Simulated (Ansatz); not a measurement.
Compare A (`C=CCC#N`) with its isomer B (`C#C/N=C\C`).

Gas-phase electronic energies from Ansatz, PBE0-D4/def2-TZVP geometries. CCSD(T)/CBS is the MP2 limit (def2-TZVPP, def2-QZVPP) plus CCSD(T) − MP2 in def2-TZVPP, frozen cores. Functionals use def2-TZVPP. B3LYP here is the variant with VWN-RPA as its local correlation; programs differ in this. Each species was taken in one conformer, which may not be the lowest.

Question: Which isomer does CCSD(T)/CBS put lower? Give the gap. (Best estimate.)

Answer: The calculation gave: A, by 37.0 kcal/mol.

Question: Give E(B) − E(A) in kcal/mol with CCSD(T)/def2-TZVPP, B2PLYP, MP2/def2-TZVPP, CCSD/def2-TZVPP, ωB97M-V, B3LYP, B3LYP-D4. (Best estimate.)

Answer: Ansatz gave: CCSD(T)/def2-TZVPP 38.2, B2PLYP 35.3, MP2/def2-TZVPP 38.1, CCSD/def2-TZVPP 39.3, ωB97M-V 36.5, B3LYP 32.9, B3LYP-D4 33.0. None reverses the order clearly.

Largest T1 diagnostic: 0.014.

In def2-TZVPP, CCSD(T) changes the Hartree–Fock value by −2.1 kcal/mol (the triples alone add −1.1 kcal/mol) and MP2 by −2.3 kcal/mol. From PBE to PBE0 (25 % exact exchange), in def2-TZVPP and without D4, E(B) − E(A) moves by +2.6 kcal/mol.
